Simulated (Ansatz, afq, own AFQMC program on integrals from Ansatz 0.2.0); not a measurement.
## GeH₂O, singlet → GeH₂O, triplet

```yaml
atoms:
  - { symbol: O, position_ang: [-0.1255, -0.6659, 0.5201] }
  - { symbol: Ge, position_ang: [0.5070, 0.5635, -0.6183] }
  - { symbol: H, position_ang: [0.5499, -1.3231, 0.7271] }
  - { symbol: H, position_ang: [-0.8759, 1.3652, -0.6492] }
```

Connectivity, by distances: OH–GeH.

E(triplet, charge +0) − E(singlet, charge +0) at this geometry, on RHF and UHF determinants.

Basis def2-TZVP. Only valence electrons are correlated. Ansatz 0.2.0 and our own AFQMC program on the same integrals; the CISD trial comes from CCSD amplitudes, and released means the phaseless constraint is let go. Error bars are statistical, one sigma. No spin–orbit coupling. The errors of all members are added in quadrature.

No full CI on the walks' own integrals is used here; CCSDT(Q) serves as the reference and is uncertain by about the last step of the cluster series. Each member takes its own surest rung, up to full CI.

Errors are counted within def2-TZVP, not against nature.

Cautions: inner d shell frozen; no relativity below Rb; no spin-orbit coupling; GeH₂O (singlet): the released energies move by 1.5 errors or more from one time to the next, so no released level is given (meV from the phaseless value at times in 1/Eh: -13 ± 5 at 0.24, -15 ± 5 at 0.51, -3 ± 6 at 0.99, 5 ± 7 at 1.62, -16 ± 8 at 2.40), though the last usable value meets CCSDT(Q) within the noise; GeH₂O (triplet): another spin lies lower, its ph-AFQMC/CISD value lies 25 ± 5 meV above CCSDT(Q).

```json
{"level": "MP2", "vertical spin gap (eV)": "2.050"}
{"level": "HF", "vertical spin gap (eV)": "1.532"}
```

**Question.** From these cheaper values, estimate the vertical spin gap at the reference level in def2-TZVP.

**Answer.** 2.113 eV (CCSDT(Q) in def2-TZVP).

| level | vertical spin gap (eV) | error against CCSDT(Q) (eV) |
| --- | --- | --- |
| CCSD | 2.097 | -0.016 |
| CCSD(T) | 2.115 | 0.001 |
| CCSDT | 2.111 | -0.003 |
| ph-AFQMC/CISD | 2.133 ± 0.007 | 0.019 ± 0.007 |

Correlation beyond CCSD(T) changes it by less than 2 meV. The perturbative (T) step is worth +0.018 eV.
